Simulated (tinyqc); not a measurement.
CIS on RHF in the sto-6g basis, frozen core, for H2F+, spin multiplicity 1, step by step (part 2 of 2). Computed by tinyqc, a small Python program that keeps every step (integrals from PySCF). Command: `OMP_NUM_THREADS=1 python tinyqc.py 20820 20821 out.jsonl` (the two numbers bound the seeds that draw the settings). One thread of a shared host (Intel(R) Xeon(R) Processor @ 2.60GHz), about 0.2 s of CPU time with the checks.

Geometry (angstrom):
```
atom         x          y         z
F     0.000000   0.000000  0.000000
H     0.000000   0.886000  0.727000
H     0.000000  -0.886000  0.727000
```

## CIS triplet states

CIS matrix A, triplet (hartree), order 2>6, 2>7, 3>6, 3>7, 4>6, 4>7, 5>6, 5>7:
$$\begin{pmatrix}
1.326139 & 0.000000 & 0.000000 & -0.078904 & -0.061747 & 0.000000 & 0.000000 & 0.000000 \\
0.000000 & 1.406129 & -0.078904 & 0.000000 & 0.000000 & -0.013306 & 0.000000 & 0.000000 \\
0.000000 & -0.078904 & 0.435441 & 0.000000 & 0.000000 & -0.055534 & 0.000000 & 0.000000 \\
-0.078904 & 0.000000 & 0.000000 & 0.491146 & -0.055534 & 0.000000 & 0.000000 & 0.000000 \\
-0.061747 & 0.000000 & 0.000000 & -0.055534 & 0.389562 & 0.000000 & 0.000000 & 0.000000 \\
0.000000 & -0.013306 & -0.055534 & 0.000000 & 0.000000 & 0.467986 & 0.000000 & 0.000000 \\
0.000000 & 0.000000 & 0.000000 & 0.000000 & 0.000000 & 0.000000 & 0.361336 & 0.000000 \\
0.000000 & 0.000000 & 0.000000 & 0.000000 & 0.000000 & 0.000000 & 0.000000 & 0.433841
\end{pmatrix}$$

Diagonalise A (1 hartree = 27.211386 eV); each vector has its largest component positive (the first on a tie).

triplet excitation energies (eV): [9.712521, 9.832456, 10.580239, 11.805428, 13.827639, 13.960171, 36.378649, 38.438338]

lowest vectors, order 2>6, 2>7, 3>6, 3>7, 4>6, 4>7, 5>6, 5>7:
$$\begin{pmatrix}
0.092042 & 0.000000 & 0.000000 & 0.000000 & 0.000000 & 0.054533 \\
0.000000 & 0.000000 & 0.070500 & 0.000000 & -0.038860 & 0.000000 \\
0.000000 & 0.000000 & 0.811028 & 0.000000 & -0.579518 & 0.000000 \\
0.426422 & 0.000000 & 0.000000 & 0.000000 & 0.000000 & 0.900150 \\
0.899829 & 0.000000 & 0.000000 & 0.000000 & 0.000000 & -0.432152 \\
0.000000 & 0.000000 & 0.580744 & 0.000000 & 0.814033 & 0.000000 \\
0.000000 & 1.000000 & 0.000000 & 0.000000 & 0.000000 & 0.000000 \\
0.000000 & 0.000000 & 0.000000 & 1.000000 & 0.000000 & 0.000000
\end{pmatrix}$$
